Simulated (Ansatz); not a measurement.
Ideal-gas functions of CH₄FSi (`C[SiH]F`) radical at 500 K and 1 bar, from an Ansatz frequency run at PBE0-D4/def2-TZVP.

Molar mass 63.13 g/mol, point group C1 (symmetry number 1), electronic degeneracy 2, moments of inertia 22.377, 73.784, 90.333 u Å². Harmonic wavenumbers (cm⁻¹, unscaled): 147, 239, 554, 674, 752, 791, 868, 895, 1263, 1435, 1443, 2167, 3044, 3128, 3146.

Use S(trans) = R[1.5 ln M + 2.5 ln T − 1.1517]; rotational temperatures θ = 24.2544 K / I; S(rot) = R[ln(√π/σ · √(T³/θAθBθC)) + 1.5]; for each mode x = 1.438777 ν̃/T, S = R[x/(eˣ − 1) − ln(1 − e⁻ˣ)] and H = RT x/(eˣ − 1); 1 cm⁻¹ = 0.0119627 kJ/mol; R = 8.31446 J/(mol·K).

Q: By hand: the entropy, in J/(mol·K).

A: Translation 171.3. Rotation: θ = 1.0839, 0.3287, 0.2685 K, giving 104.5. Vibration, mode by mode: 15.53, 11.59, 5.27, 4.00, 3.35, 3.07, 2.58, 2.42, 1.04, 0.70, 0.68, 0.12, 0.01, 0.01, 0.01, in all 50.4. Electronic 5.8. Sum 332.0 J/(mol·K).

Q: By hand: H − E and G − E in kJ/mol, counted from the electronic energy.

A: Zero-point energy ½ × 20546 × 0.0119627 = 122.9; thermal vibration 14.4; translation, rotation and pV give 4 RT = 16.6. H − E = 153.9 kJ/mol, and G − E = 153.9 − 500 × 332.0/1000 = -12.1 kJ/mol.

Vibration gives 15 % of the entropy, 15.5 J/(mol·K) of it from the mode under 150 cm⁻¹: soft modes count most, and the harmonic formula is weakest for them. The sum counts one conformer and one mirror image; others add a mixing term.
